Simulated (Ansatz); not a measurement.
# How well does each level of theory give the magnetic moment of antiferromagnetic bcc Cr?

Reference value: 0.62 μB (measured, temperature not stated, site moment; the measured ground state is an incommensurate spin density wave; as tabulated in Houchins and Viswanathan (2017), arXiv:1706.00416).

```
level (code)           value (μB)  cell (Å³/atom)  difference (μB)
---------------------  ----------  --------------  ---------------
PBE (Ansatz)                 1.02           11.77            +0.40
PBE-D4 (Ansatz)              0.82           11.43            +0.20
r²SCAN (Ansatz)              2.51           12.98            +1.89
HSE06 (Ansatz)               3.22           14.27            +2.60
Hartree–Fock (Ansatz)        3.56           12.97            +2.94
```

Closest of the ranked levels: PBE-D4 (+0.20 μB). Farthest off among them: Hartree–Fock (+2.94 μB). All 5 levels lie above the reference. A very large miss is first of all the level's own, though another phase or state, or a fault of the measured value, is possible (r²SCAN, HSE06).

Computed moments are spin moments: for ferromagnetic elements the cell's total per atom, else within a sphere about the site; measured ones can hold an orbital part. Other magnetic orders were not compared. Spin-polarised runs: PBE (opposed moments), PBE-D4 (opposed moments), r²SCAN (opposed moments), HSE06 (opposed moments), Hartree–Fock (opposed moments). PBE, PBE-D4, r²SCAN, HSE06, Hartree–Fock: the commensurate order stands in for chromium's spin-density wave, and the size of the moments varies much between levels. HSE06: the cell is over a tenth larger than the published one: the level's own overestimate first of all, though another phase or state, or a fault of the published cell, is possible. Hartree–Fock: exact exchange on metals is sensitive to the k mesh and can open a false gap. Hartree–Fock: the PAW data were made under another functional than the one run. Values are at the level's own equilibrium cell; Hartree–Fock at the r²SCAN cell. Cutoffs and k meshes differ between the levels. Ansatz's density-functional and Hartree–Fock values are scalar-relativistic unless marked +SOC, with PAW data made under PBE.

Differences are worked out from the printed values.

Ansatz is a quantum-chemistry and plane-wave program.
